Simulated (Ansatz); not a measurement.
Input file for Ansatz (a program for electronic structure): U-PBE/def2-TZVPP on C2H3O (SMILES C[C]=O), 2S+1 = 2, atoms moved off the minimum.

Ansatz 0.2 input:
```yaml
crystal:
  periodic: [false, false, false]
  atoms:
    - {symbol: C, position_ang: [-1.28735583, 0.13680939, 0.03995673]}
    - {symbol: C, position_ang: [0.21510001, -0.30110002, 0.25847833]}
    - {symbol: O, position_ang: [1.20397775, 0.13432103, -0.27570200]}
    - {symbol: H, position_ang: [-1.56269303, 0.18235436, 1.12161831]}
    - {symbol: H, position_ang: [-1.75285151, -0.55483069, -0.40019511]}
    - {symbol: H, position_ang: [-1.26836211, 0.94393556, -0.41206562]}
basis:
  gaussian:
    orbitals: def2-TZVPP
hamiltonian:
  xc: {name: PBE}
magnetization: {spin_polarized: true, initial_magnetization: 1}
output: {forces: true}
```

It printed:

```
Functional definition: PBE
[...]
integrals: 0.03 GiB planned
688 factors; their error is unknown
mean field: 0.42 GiB planned
mean field evaluation 1: about -4155.0880 eV, gradient 4.6e1 eV
mean field evaluation 2: about -4144.1155 eV, gradient 6.7e1 eV
mean field evaluation 4: about -4163.5457 eV, gradient 6.3e0 eV
mean field evaluation 8: about -4163.6970 eV, gradient 2.7e-1 eV
mean field evaluation 16: about -4163.6972 eV, gradient 8.7e-5 eV
mean field -4163.69717271 eV, -153.0130488417 hartree, gradient 8.7e-5 eV, S^2 0.752031; 0 other end points of the search recorded, 0 dependent functions left out
the calculation of the forces begins
reference -4163.69720404 eV, -153.0130499933 hartree; 12, 11 occupied and 123, 124 virtual orbitals, 688 factors
Total energy: -4163.69720404 eV, -153.0130499933 hartree
Atom 0 at    -1.287356     0.136809     0.039957 Å, force     5.266764    -2.603720     9.028760 eV/Å
Atom 1 at     0.215100    -0.301100     0.258478 Å, force     0.630764     0.362075    -1.196226 eV/Å
Atom 2 at     1.203978     0.134321    -0.275702 Å, force    -1.336042    -0.411450     0.708055 eV/Å
Atom 3 at    -1.562693     0.182354     1.121618 Å, force    -0.562640     0.311836    -0.751910 eV/Å
Atom 4 at    -1.752852    -0.554831    -0.400195 Å, force    -3.874531    -5.786243    -3.481483 eV/Å
Atom 5 at    -1.268362     0.943936    -0.412066 Å, force    -0.124316     8.127502    -4.307196 eV/Å
Dipole moment:    -0.496233     0.047873     0.014407 e Å
```

The calculation finished and met its thresholds.

Cost: very roughly 2.0 core-seconds.
